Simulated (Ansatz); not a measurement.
Barrier H + FH via FH2, on the benchmark's geometries as Psi4's copy gives them; open shells unrestricted, no zero-point energy, no spin–orbit coupling.
Transition structure (charge 0, multiplicity 2):
```xyz
3

H      0.00000     0.00000     1.13722
F      0.00000     0.00000     0.00000
H      0.00000     0.00000    -1.13722
```

Frozen-core correlation.

Programs: Ansatz (Gaussian basis) for Hartree–Fock, density functionals and correlated methods. 

The barrier height is − E(H) − E(FH) + E(TS). Total energies (hartree):

| level | H | FH | TS |
|---|---|---|---|
| HF/aug-cc-pVTZ | -0.4998212 | -100.0611362 | -100.4697608 |
| CCSD(T)/aug-cc-pVTZ | -0.4998212 | -100.3495418 | -100.7831007 |
| HF/aug-cc-pVQZ | -0.4999483 | -100.0686329 | -100.4770347 |
| CCSD(T)/aug-cc-pVQZ | -0.4999483 | -100.3773781 | -100.8105842 |

Q: Work out the barrier height at the basis-set limit: extrapolate the CCSD(T) correlation part as X⁻³, take Hartree–Fock from the larger set.

A: 
1. Differences (1 hartree = 627.509 kcal/mol): HF/aug-cc-pVTZ 57.227; CCSD(T)/aug-cc-pVTZ 41.580; HF/aug-cc-pVQZ 57.446; CCSD(T)/aug-cc-pVQZ 41.881.
2. Correlation parts, CCSD(T) less HF: -15.646 in aug-cc-pVTZ (X = 3), -15.565 in aug-cc-pVQZ (X = 4).
3. Limit (4³·(-15.565) − 3³·(-15.646))/(4³ − 3³) = -15.505; with HF/aug-cc-pVQZ it gives 41.941.
Result: 41.94 kcal/mol, against 41.58 at CCSD(T)/aug-cc-pVTZ. It is an estimate of this method's limit, not of the exact value.

Ansatz is an electronic-structure program.
